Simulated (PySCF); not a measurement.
Molecule: SMILES [O+]#CCC(Cl)Cl, [C3H3Cl2O]+.

Numbering as in the mapped SMILES `[O+:1]#[C:2][CH2:3][CH:4]([Cl:5])[Cl:6]` (H(Xn): hydrogen on atom n).

Geometry PBE0-D3(BJ)/def2-SVP throughout; GIAO in PySCF 2.14, gas phase, one conformer, non-relativistic; equivalent atoms averaged; basis pcSseg-2.

**Question.** How do the absolute shieldings σ depend on the functional? (ppm; last column core-seconds on shared hosts with different chips, so compare them loosely)

**Answer.** 
```tsv
functional	kind	O1	C2	C4	C3	Cl5/Cl6	H(C4)	H(C3)	core-s
HF	Hartree–Fock	-41.0	21.7	131.4	153.3	696.2	25.73	27.28	20
LDA	LDA	-59.7	18.2	94.0	133.0	505.3	24.00	25.84	35
PBE	GGA	-50.6	22.0	95.2	134.1	533.9	24.47	26.31	65
BLYP	GGA	-53.0	18.5	89.2	129.4	508.6	24.69	26.53	42
BP86	GGA	-50.7	22.5	94.7	133.6	529.5	24.56	26.37	43
OPBE	GGA	-35.0	30.3	102.8	142.1	584.4	24.45	26.29	43
KT2	GGA	-36.4	33.7	100.6	137.0	550.8	24.36	26.26	32
KT3	GGA	-30.2	33.2	99.8	138.1	566.1	24.55	26.44	34
B97-D	GGA	-38.4	25.7	94.9	135.2	540.6	24.71	26.54	30
B3LYP	global hybrid	-50.3	18.5	99.8	134.8	561.1	24.91	26.67	23
PBE0	global hybrid	-47.4	22.0	107.7	140.4	595.0	24.80	26.54	24
mPW1PW91	global hybrid	-48.2	21.3	106.7	139.7	592.3	24.86	26.58	24
WP04	global hybrid	-48.6	11.6	85.8	127.2	536.4	25.21	26.79	45
B97-2	global hybrid	-40.0	24.4	106.2	140.6	595.2	24.89	26.64	39
BHandHLYP	global hybrid	-47.5	18.7	112.9	141.8	617.9	25.19	26.87	46
CAM-B3LYP	range-separated hybrid	-47.3	18.2	108.6	138.2	589.1	25.04	26.73	56
wB97X-D	range-separated hybrid	-48.5	21.0	110.1	140.0	602.0	25.10	26.77	44
LC-wPBE	range-separated hybrid	-40.0	20.2	119.7	144.7	635.1	25.27	26.81	57
```

**Question.** Which nucleus moves most, in ppm?

**Answer.** Cl5/Cl6 (chlorine bonded to C): from 505.3 ppm with LDA to 696.2 ppm with HF. The smallest spread is 1.45 ppm, at H(C3). Proton shifts span only some 12 ppm, so a few tenths of a ppm matter as much there as several ppm in carbon.
